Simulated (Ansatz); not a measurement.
**Structure relaxation of AgW**

Theory: DFT PBE, scalar-relativistic, plane waves, PAW (Ansatz). Cutoff 420 eV, Γ-centred k mesh, Gaussian smearing, no spin polarisation in the final step.

A relaxed cell is given with its space group left out.

```
CELL_PARAMETERS angstrom
0.00000 3.23119 3.23119
3.23119 0.00000 3.23119
3.23119 3.23119 0.00000
ATOMIC_POSITIONS crystal
Ag 0.00000 0.00000 0.00000
Ag 0.25000 0.25000 0.25000
W 0.50000 0.50000 0.50000
W 0.75000 0.75000 0.75000
```

Formation energies are uncorrected and refer to the elements' standard structures at the same level.

Problem. What space group does it have?

Solution. Fd-3m (No. 227). Conventional cell: a = 6.462 Å. Ag has 4 W at 2.80 Å, 4 Ag at 2.80 Å and 6 W at 3.23 Å; W is coordinated by 4 Ag at 2.80 Å, 4 W at 2.80 Å and 6 Ag at 3.23 Å.

Problem. How far does it lie from the elements in energy?

Solution. 0.81 eV/atom.

Problem. Is it a metal?

Solution. Yes, bands cross the Fermi level on the 12×12×12 mesh.

The final run used a 12×12×12 mesh on its 4-atom cell and 0.10 eV smearing. For metals, differences of a few meV/atom aren't resolved. Spin–orbit coupling is left out. The cell came from a trial start, so AgW may not exist in this structure.

Cost: 4 runs of about 0.92 core-minutes in all, on Arm Neoverse V1 (shared hosts).